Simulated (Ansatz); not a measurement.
Fluorite SrCl2 was calculated with BLYP (PAW; Ansatz, a quantum-chemistry and plane-wave program).

Numerical settings: plane-wave cutoff 520 eV, 8×8×8 k mesh, Fermi–Dirac smearing 0.01 eV, scalar-relativistic PAW data made under PBE.

Computed points:

```
V (Å³/atom)  E − E_lowest (meV/atom)  P (GPa)
-----------  -----------------------  -------
28.626                         11.83    2.202
29.236                          5.04    1.383
29.845                          1.20    0.650
30.454                          0.00   -0.006
31.063                          1.16   -0.593
31.672                          4.43   -1.119
32.281                          9.59   -1.589
```

**Question.** Estimate the bulk modulus and its pressure derivative from these points.

**Answer.** V0 = 30.448 Å³/atom, B0 = 31.0 GPa, B′ = 4.5 (fit to the energies at full precision).

Measured, for comparison: bulk modulus 34.3 GPa (temperature not stated, not corrected to a static lattice, from elastic constants; as tabulated in Kanchana et al., Calculated structural, elastic and electronic properties of …); equilibrium volume per atom 28.27 Å³/atom (room temperature, not corrected to a static lattice; as tabulated in Kanchana et al., Calculated structural, elastic and electronic properties of …). Computed (rounded) less measured: bulk modulus -10 % (against room or unstated temperature, where such soft solids are markedly softer), equilibrium volume per atom +7.7 %.

Static lattice: no zero-point or thermal effects.
